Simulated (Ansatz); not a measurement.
A run of Ansatz (development build ahead of 0.2.0) on singlet CH₂O at this shape:

```yaml
atoms:
  - { symbol: C, position_ang: [0.0000, 0.0000, 0.0000] }
  - { symbol: O, position_ang: [0.0000, 0.0000, 1.2030] }
  - { symbol: H, position_ang: [0.0000, 0.9354, -0.5788] }
  - { symbol: H, position_ang: [0.0000, -0.9354, -0.5788] }
```

Its results:

| Quantity | Value |
| --- | --- |
| Converged | yes |
| Reference energy | -113.91200 hartree |
| CCSD correlation energy | -0.40530 hartree |
| Triples correction | -0.01649 hartree |
| Total energy | -114.33378 hartree |
| Spin squared of the determinant | 0.000 |

(1) Which input gives this output? Name the method, the orbitals and the basis set, and write the input.

Results:

(1) RHF-CCSD(T) in cc-pVTZ. An unrestricted run that stays on the closed shell gives the same numbers.

```yaml
crystal:
  periodic: [false, false, false]
  atoms:
    - { symbol: C, position_ang: [0.0, 0.0, 0.0] }
    - { symbol: O, position_ang: [0.0, 0.0, 1.203] }
    - { symbol: H, position_ang: [0.0, 0.93539, -0.57883] }
    - { symbol: H, position_ang: [0.0, -0.93539, -0.57883] }
basis:
  gaussian: { orbitals: cc-pVTZ }
hamiltonian:
  xc: hf
correlation:
  method: ccsd_t
  frozen_orbitals: { C: 1, H: 0, O: 1 }
```
